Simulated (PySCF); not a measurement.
**AlCl under electron impact: the energy ladder**

CCSD(T) extrapolated to the basis-set limit (PySCF; AlCl CCSD(T)/CBS(TQ)+CV+SR, AlCl⁺ CCSD(T)/CBS(TQ)+CV+SR; CV core-valence, SR scalar-relativistic term); no spin–orbit coupling.

| species | state (unpaired electrons) | Re (Å) | ωe (cm⁻¹) | energy of the minimum from the neutral (eV) | De (eV) | dissociates to |
| --- | --- | --- | --- | --- | --- | --- |
| AlCl | singlet (closed shell) | 2.133 | 483 | 0.00 | 5.32 | Al + Cl |
| AlCl⁺ | doublet (σ ↑) | 2.012 | 615 | 9.31 | 1.96 | Al⁺ + Cl |

Task: Work out the lowest energy to break AlCl into atoms, from its vibrational ground state.

Result: D0 = De − ωe/2 = 5.32 − 0.03 = 5.29 eV (composite CCSD(T)).

Task: Work out the ionisation energy of the Al atom at this level and the threshold of dissociative ionisation.

Result: IE(Al) = 9.31 + 1.96 − 5.32 = 5.95 eV, so Al⁺ + Cl + e⁻ appears at D0 + IE(Al) = 11.24 eV (composite CCSD(T)). The measured IE(Al) is 5.986 eV (NIST ASD).

These are thermodynamic thresholds; the onsets seen under electron impact lie higher where the geometry changes, and cross-sections peak well above them.

For an ion De counts to the pair picked by the measured ionisation energies or electron affinities, which need not be the lowest pair at this level. Where the molecule has an RHF reference, its open-shell atoms are computed with UHF. States were picked by a PBE0 search and need not be the measured ground states.
